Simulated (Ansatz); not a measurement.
in.yaml

```yaml
crystal:
  periodic: [false, false, false]
  atoms:
    - {symbol: Ge, position_ang: [0.000000, 0.000000, 0.000000]}
    - {symbol: N, position_ang: [0.000000, 0.000000, 2.126000]}
basis:
  gaussian: {orbitals: 6-31G}
total_charge: 1
magnetization: {spin_polarized: false}
correlation: {method: ccsdt_q_b, electrons: outside_noble_gas, diis_vectors: 1}
```

```sh
$ ansatz run in.yaml --threads 1 --pin off --events-out ev --progress --plain --max-ram 2393MiB
```

Log:

```
631 factors; integrals over basis functions are off by at most 6.8e-8 eV
mean field evaluation 1: about -57911.8179 eV, gradient 7.4e1 eV
mean field evaluation 2: about -57911.8753 eV, gradient 7.3e1 eV
mean field evaluation 4: about -57927.7212 eV, gradient 2.5e1 eV
mean field evaluation 8: about -57930.2369 eV, gradient 5.8e-1 eV
mean field evaluation 16: about -57930.2659 eV, gradient 7.8e-6 eV
mean field evaluation 32: about -57845.5009 eV, gradient 1.3e2 eV
mean field evaluation 64: about -57932.3151 eV, gradient 7.3e0 eV
mean field evaluation 96: about -57924.3530 eV, gradient 3.0e1 eV
mean field evaluation 128: about -57932.6178 eV, gradient 7.2e-3 eV
mean field evaluation 160: about -57928.8773 eV, gradient 8.8e0 eV
...
cycle 290  -4.37996603 eV  change   -9.1e-5 eV  update   2.9e-4
cycle 291  -4.37996320 eV  change    2.8e-6 eV  update   2.8e-4
cycle 292  -4.38003741 eV  change   -7.4e-5 eV  update   2.8e-4
cycle 293  -4.38004272 eV  change   -5.3e-6 eV  update   2.7e-4
cycle 294  -4.38012572 eV  change   -8.3e-5 eV  update   2.7e-4
cycle 295  -4.38012625 eV  change   -5.3e-7 eV  update   2.7e-4
cycle 296  -4.38019898 eV  change   -7.3e-5 eV  update   2.7e-4
cycle 297  -4.38020248 eV  change   -3.5e-6 eV  update   2.6e-4
cycle 298  -4.38027668 eV  change   -7.4e-5 eV  update   2.6e-4
cycle 299  -4.38028204 eV  change   -5.4e-6 eV  update   2.6e-4
Error: not converged in 300 cycles: update norm 3.465e-5, energy change -6.790e-6 eV
```

The run gave no result to rely on (not converged).

Ran on 1 thread of Arm Neoverse V1, shared host: 18 s wall, 0.19 GiB peak host memory.
